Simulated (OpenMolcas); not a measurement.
**C2H3FO (acetyl fluoride): the vertical energy of the triplet above the singlet from total energies**

The species is C2H3FO (7 atoms), meant as a singlet with charge 0. As SMILES, `CC(=O)F`. Geometry: relaxed at PBE0-D4/def2-TZVP.

```xyz
7

C     0.4853    0.0150    0.4436
C    -0.6949   -0.0343   -0.4606
O    -1.8354   -0.1657   -0.1918
F    -0.3107    0.0976   -1.7494
H     0.1653   -0.0919    1.4767
H     1.1806   -0.7831    0.1768
H     1.0097    0.9624    0.3046
```

Both states at this one shape; open shells run unrestricted unless said. 1 Eh = 27.2114 eV.

| level | program | singlet C2H3FO (Eh) | triplet C2H3FO (Eh) |
| --- | --- | --- | --- |
| M06-L/aug-cc-pVDZ | OpenMolcas | -253.099838 | -252.893866 |
| TPSS/aug-cc-pVDZ | OpenMolcas | -253.162674 | -252.962876 |

**Question.** Work out the vertical gap, second state less first, at each level.

**Answer.** 
1. M06-L/aug-cc-pVDZ: -252.893866 − (-253.099838) = 0.205972 Eh = 5.60 eV.
2. TPSS/aug-cc-pVDZ: -252.962876 − (-253.162674) = 0.199798 Eh = 5.44 eV.

No measured value is set beside it here; the levels span 5.44 to 5.60 eV.
